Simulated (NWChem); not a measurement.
**C3H3 (SMILES [CH]1C=C1) at 6 levels**

We compute a comparison of 6 runs (UHF/STO-3G, UHF/def2-SVP, UHF/def2-SVPD, UB3LYP/6-31G*, UPBE0/def2-SVP, USVWN5/pcseg-1) of C3H3. 

The results are computed with NWChem 7.3.0.

## (1) Starting point

C3H3 has 6 atoms, charge 0, and is taken as a doublet. SMILES: `[CH]1C=C1`. The shape is that of a PBE0-D4/def2-TZVP optimisation.

Bond lengths: C1–C2 1.451 Å, C1–C3 1.451 Å, C2–C3 1.307 Å, C1–H4 1.090 Å, C2–H5 1.077 Å, C3–H6 1.077 Å. Angles: C1–C2–C3 63.2°, C2–C1–C3 53.5°, C1–C3–C2 63.2°, C1–C2–H5 148.3°, C3–C2–H5 148.5°, C2–C1–H4 129.6°, C3–C1–H4 129.6°, C1–C3–H6 148.3°, C2–C3–H6 148.5°.

## (2) Energy and forces at UHF/STO-3G (run 1)

The input, m1.nw:

```
start m1
title "C3H3 gradient"
memory total 2200 mb
charge 0
geometry noautosym nocenter noautoz
  C     -0.672510    -0.511460    -0.389220
  C      0.569550     0.236690    -0.449260
  C      0.154530    -0.120620     0.737460
  H     -1.684210    -0.200530    -0.649440
  H      1.315420     0.727680    -1.051860
  H      0.317210    -0.131770     1.802310
end
basis spherical bse
  C library STO-3G
  H library STO-3G
end
scf
  nopen 1
  uhf
  thresh 1e-08
  maxiter 80
  print medium
end
task scf gradient
```

On the command line:

```console
$ nwchem m1.nw > m1.out
```

The log of the run:

```text
[...]
  functions       =    18
[...]
  wavefunction    = UHF
[...]
         Total SCF energy =   -113.760025118637
      One electron energy =   -268.701810688084
      Two electron energy =     96.671239558278
 Nuclear repulsion energy =     58.270546011168
                       Sz =      0.5000
                 Sz(Sz+1) =      0.7500
                      S^2 =      0.8960
[...]
                         UHF ENERGY GRADIENTS
    atom               coordinates                        gradient
                 x          y          z           x          y          z
   1 C      -1.270860  -0.966519  -0.735519    0.016177   0.010335   0.025736
   2 C       1.076293   0.447279  -0.848978    0.004339   0.001519   0.006683
   3 C       0.292019  -0.227939   1.393597   -0.018395  -0.008433  -0.037277
   4 H      -3.182695  -0.378947  -1.227264   -0.003270  -0.002747   0.001031
   5 H       2.485783   1.375116  -1.987727    0.000621  -0.001015   0.000394
   6 H       0.599440  -0.249009   3.405872    0.000527   0.000341   0.003434
[...]
```

Run time: 2.3 s. Hardware: 1 thread of Intel Xeon Platinum 8375C at 2.90GHz (Ice Lake), shared host; peak memory 0.099 GiB.

## (3) Energy and gradient at UHF/def2-SVP (run 2)

The input, c3h3.nw:

```
start c3h3
memory 2200 mb
charge 0

geometry units angstrom noautosym nocenter noautoz
  C    -0.672510   -0.511460   -0.389220
  C     0.569550    0.236690   -0.449260
  C     0.154530   -0.120620    0.737460
  H    -1.684210   -0.200530   -0.649440
  H     1.315420    0.727680   -1.051860
  H     0.317210   -0.131770    1.802310
end

basis spherical bse
  * library def2-SVP
end

scf
  doublet
  uhf
  thresh 1e-08
  maxiter 80
end

task scf gradient
```

On the command line:

```console
$ nwchem c3h3.nw > c3h3.out
```

The log of the run:

```text
[...]
  functions       =    57
[...]
  wavefunction    = UHF
[...]
         Total SCF energy =   -115.110001654229
      One electron energy =   -269.246057670439
      Two electron energy =     95.865510005041
 Nuclear repulsion energy =     58.270546011168
                       Sz =      0.5000
                 Sz(Sz+1) =      0.7500
                      S^2 =      0.7589
[...]
                         UHF ENERGY GRADIENTS
    atom               coordinates                        gradient
                 x          y          z           x          y          z
   1 C      -1.270860  -0.966519  -0.735519    0.002634   0.001854   0.001480
   2 C       1.076293   0.447279  -0.848978    0.002390   0.002468  -0.013261
   3 C       0.292019  -0.227939   1.393597   -0.006163  -0.004895   0.011212
   4 H      -3.182695  -0.378947  -1.227264    0.000125  -0.000148   0.000001
   5 H       2.485783   1.375116  -1.987727    0.000582   0.000425   0.000077
   6 H       0.599440  -0.249009   3.405872    0.000432   0.000296   0.000491
[...]
```

Run time: 13 s. Hardware: 1 thread of Intel Xeon Platinum 8375C at 2.90GHz (Ice Lake), shared host; peak memory 0.1 GiB.

Runs 3 to 5 aren't shown in full; the table further down has their settings and results.

## (4) Energy and forces at USVWN5/pcseg-1 (run 6)

The input, m1.nw:

```
echo
start m1
memory 2200 mb
geometry noautosym nocenter noautoz
  C       -0.672510      -0.511460      -0.389220
  C        0.569550       0.236690      -0.449260
  C        0.154530      -0.120620       0.737460
  H       -1.684210      -0.200530      -0.649440
  H        1.315420       0.727680      -1.051860
  H        0.317210      -0.131770       1.802310
end
basis "ao basis" spherical bse
  C library pcseg-1
  H library pcseg-1
end
dft
  xc slater vwn_5
  mult 2
  grid xfine
  convergence energy 1e-08
  iterations 100
  mulliken
end
task dft gradient
```

On the command line:

```console
$ nwchem m1.nw > m1.out
```

The log of the run:

```text
[...]
          Wavefunction type:  spin polarized.
          No. of atoms     :     6
          No. of electrons :    21
[...]
          Charge           :     0
          Spin multiplicity:     2
[...]
          AO basis - number of functions:    57
[...]
              XC Information
              --------------
                        Slater Exchange Functional  1.000 local
                      VWN V Correlation Functional  1.000 local
[...]
 d= 0,ls=0.0,diis     1   -114.7990344915 -1.73D+02  7.15D-03  1.02D-01     1.7
[...]
 d= 0,ls=0.0,diis    11   -114.8384283735 -7.80D-10  3.42D-07  3.64D-10    13.4
[...]
         Total DFT energy =     -114.838428373537
      One electron energy =     -269.665956282575
           Coulomb energy =      112.744767792200
    Exchange-Corr. energy =      -16.187785894330
 Nuclear repulsion energy =       58.270546011168
[...]
      Total Density - Mulliken Population Analysis
     ---------------------------------------------
    Atom       Charge   Shell Charges
 -----------   ------   -------------------------------------------------------
    1 C    6     6.17   1.99  0.73  0.58  2.06  0.76  0.04
    2 C    6     6.08   1.99  0.73  0.59  2.13  0.60  0.04
    3 C    6     6.08   1.99  0.73  0.59  2.13  0.60  0.04
    4 H    1     0.88   0.72  0.14  0.02
    5 H    1     0.90   0.73  0.15  0.02
    6 H    1     0.90   0.73  0.15  0.02
[...]
      <S2> =      0.7516 (Exact =     0.7500)
[...]
  wavefunction    = open shell
                         DFT ENERGY GRADIENTS
    atom               coordinates                        gradient
                 x          y          z           x          y          z
   1 C      -1.270860  -0.966519  -0.735519   -0.007074   0.005073  -0.000952
   2 C       1.076293   0.447279  -0.848978    0.002425   0.000866   0.005618
   3 C       0.292019  -0.227939   1.393597    0.005036   0.003112  -0.001800
   4 H      -3.182695  -0.378947  -1.227264    0.010865  -0.003151   0.002851
   5 H       2.485783   1.375116  -1.987727   -0.009149  -0.005983   0.007221
   6 H       0.599440  -0.249009   3.405872   -0.002103   0.000083  -0.012938
[...]
```

It took 17 s on 1 thread of Intel Xeon Platinum 8375C at 2.90GHz (Ice Lake), shared host; peak memory 0.13 GiB.

## (5) The series

```csv
run,level,iteration cap,module,energy (Eh),dipole moment (D),HOMO energy (eV),LUMO energy (eV),wall time
1,UHF/STO-3G,80,scf,-113.760025,0.86,-6.39,8.49,2.3 s
2,UHF/def2-SVP,80,scf,-115.110002,1.33,-7.78,4.00,13 s
3,UHF/def2-SVPD,80,scf,-115.113726,1.33,-7.77,2.89,21 s
4,UB3LYP/6-31G* (spherical functions),100,dft,-115.948098,1.44,-4.14,-0.26,34 s
5,UPBE0/def2-SVP,100,dft,-115.727784,1.47,-4.74,-0.25,36 s
6,USVWN5/pcseg-1,100,dft,-114.838428,1.60,-3.48,-2.06,17 s
```

## (6) Results

| quantity | value |
| --- | --- |
| run 6: total energy | -114.83843 Eh |
| run 6: dipole moment | 1.60 D |
| run 6: HOMO energy (highest over α and β) | -3.48 eV |
| run 6: LUMO energy (lowest over α and β) | -2.06 eV |
| run 6: ⟨S²⟩ | 0.752 |
| run 6: largest force on an atom | 0.674 eV/Å |

**Reading.** The dipole moment (its size) runs from 0.86 D (UHF/STO-3G) to 1.60 D (USVWN5/pcseg-1). The two ends differ in method and basis. Totals of different functionals can't be ranked against each other. In run 1 the basis is minimal, so the values are rough. Spin contamination of the reference: run 1 ⟨S²⟩ = 0.90. All runs together took 2 min, the longest 36 s.
